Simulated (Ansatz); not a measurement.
System: antiferromagnetic (type II) rock-salt NiO. Method: B3LYP (VWN-RPA form) (plane waves, PAW; Ansatz, a program for electronic structure).

Run with plane-wave cutoff 460 eV, 10×10×10 k mesh, Fermi–Dirac smearing 0.01 eV, spin-polarised with opposed moments, scalar-relativistic PAW data made under PBE.

Computed at the level's own relaxed cell.

What does this level give for the band gap, smallest direct gap on the k points sampled, direct gap at Γ and magnetic moment (largest site, within a sphere)?


band gap: 4.36 eV (on the SCF k mesh) (indirect)
smallest direct gap on the k points sampled: 4.82 eV
direct gap at Γ: 5.46 eV
magnetic moment (largest site, within a sphere): 1.64 μB

Moments are spin moments.

Computed values are for the static lattice.
